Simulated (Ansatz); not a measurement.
# Scan of [GeH3···H···NH], triplet

Starting geometry:

```xyz
7

Ge   -0.5412    0.0110    0.0000
H    -1.0527    1.4576    0.0000
H    -1.0527   -0.7123    1.2528
H    -1.0527   -0.7123   -1.2528
H     0.9931    0.0110    0.0000
N     2.7458    0.0110    0.0000
H     3.0148   -0.9932    0.0000
```

From there H5 is moved from one fragment to the other while all else, the fragments' distance too, stays fixed, so the hump isn't the reaction's barrier; atoms are numbered as listed. Energies are in kcal/mol, counted from the starting geometry at the same level.

Basis cc-pVDZ; Ansatz 0.2.0. Correlated methods freeze the noble-gas cores and the filled d shells of p-block atoms. R marks a restricted (for open shells ROHF) determinant, U an unrestricted one. No spin–orbit coupling is included, and no scalar relativity.

Full CI isn't at hand for all of this; UCCSDT(Q) serves as the reference, and is uncertain by about the last step of the cluster series. The frozen core follows each run's orbitals, which can shift R against U totals by a few meV for light atoms and by up to 0.1 eV past Ca.

| distance Ge1-H5 (Å) | UCCSDT(Q) | error UHF | error RMP2 | error UMP2 | error RCCSD | error UCCSD | error RCCSD(T) |
| --- | --- | --- | --- | --- | --- | --- | --- |
| 1.534 | 0.0 | 0.0 | 0.0 | 0.0 | 0.0 | 0.0 | 0.0 |
| 1.636 | 2.1 | 2.0 | 0.6 | 0.5 | 0.3 | 0.3 | 0.1 |
| 1.840 | 7.7 | 8.0 | 2.4 | 2.1 | 1.3 | 1.2 | 0.3 |
| 2.043 | 2.1 | 11.5 | -1.0 | 0.3 | 1.3 | 1.2 | 0.3 |
| 2.247 | -6.6 | 7.8 | -2.3 | -2.3 | 0.5 | 0.5 | 0.1 |

Errors are those of relative energies. In total energy the starting point itself misses UCCSDT(Q) by: UHF 174.7, RMP2 34.7, UMP2 34.6, RCCSD 3.8, UCCSD 3.7, RCCSD(T) 0.8 kcal/mol.

Spread of the error over the points with a reference, to 2.247 Å (largest less smallest): RCCSD(T) 0.3, UCCSD 1.2, RCCSD 1.3, UMP2 4.4, RMP2 4.8, UHF 11.5 kcal/mol.
